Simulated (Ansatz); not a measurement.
Input file:

```yaml
crystal:
  periodic: [false, false, false]
  atoms:
    - {symbol: C, position_ang: [0.000000, -0.107398, 0.007767]}
    - {symbol: H, position_ang: [0.000000, 0.683963, -0.962415]}
    - {symbol: H, position_ang: [0.000000, 0.595796, 0.869860]}
basis:
  gaussian: {orbitals: def2-SVPD}
magnetization: {spin_polarized: false}
correlation: {method: ccsdt_q_b, electrons: valence}
accuracy: high
```

```sh
$ ansatz run in.yaml --threads 1 --pin off --events-out ev --progress --plain --max-ram 2393MiB
```

Output:

```
697 factors; integrals over basis functions are off by at most 3.1e-9 eV
mean field evaluation 1: about -1056.4739 eV, gradient 8.7e0 eV
mean field evaluation 2: about -1056.4738 eV, gradient 8.7e0 eV
mean field evaluation 4: about -1056.8056 eV, gradient 5.9e-1 eV
mean field evaluation 8: about -1056.8091 eV, gradient 4.0e-3 eV
mean field evaluation 16: about -1056.8089 eV, gradient 1.9e-1 eV
mean field -1056.80912991 eV, -38.8370191931 hartree, gradient 2.7e-8 eV, S^2 0.000000; 0 other end points of the search recorded, 0 dependent functions left out; unrestricted orbitals would lower it
1 core orbitals not correlated: weight in the atoms' cores, before any rotation towards them, 1.000 or more for the frozen orbitals, at most 0.000 for the correlated occupied ones
reference -1056.80912991 eV, -38.8370191931 hartree; 3, 3 occupied and 32, 32 virtual orbitals, 697 factors
second order -3.19502521 eV of doubles, -0.00000000 eV of singles
cycle   1  -3.70265042 eV  change   -5.1e-1 eV  update   6.0e-2
cycle   2  -4.03099726 eV  change   -3.3e-1 eV  update   3.1e-2
cycle   3  -4.07073142 eV  change   -4.0e-2 eV  update   1.5e-2
cycle   4  -4.07924448 eV  change   -8.5e-3 eV  update   1.0e-2
cycle   5  -4.08937323 eV  change   -1.0e-2 eV  update   5.7e-3
...
cycle  20  -4.09475479 eV  change   -1.3e-8 eV  update   3.5e-8
cycle  21  -4.09475478 eV  change    5.9e-9 eV  update   4.6e-8
cycle  22  -4.09475477 eV  change    7.7e-9 eV  update   4.4e-8
cycle  23  -4.09475480 eV  change   -3.2e-8 eV  update   3.1e-8
cycle  24  -4.09475482 eV  change   -1.8e-8 eV  update   2.0e-8
cycle  25  -4.09475484 eV  change   -1.7e-8 eV  update   1.2e-8
cycle  26  -4.09475486 eV  change   -1.7e-8 eV  update   8.9e-9
cycle  27  -4.09475487 eV  change   -1.2e-8 eV  update   4.9e-9
cycle  28  -4.09475487 eV  change   -3.6e-9 eV  update   1.6e-9
cycle  29  -4.09475487 eV  change  -6.2e-10 eV  update  5.1e-10
perturbative correction -0.00484329 eV, -0.0001779875 hartree
Total energy: -1060.90872807 eV, -38.9876766467 hartree
```

Ran on 1 thread of Arm Neoverse V2, shared host: 2.7 s wall, 0.16 GiB peak host memory.
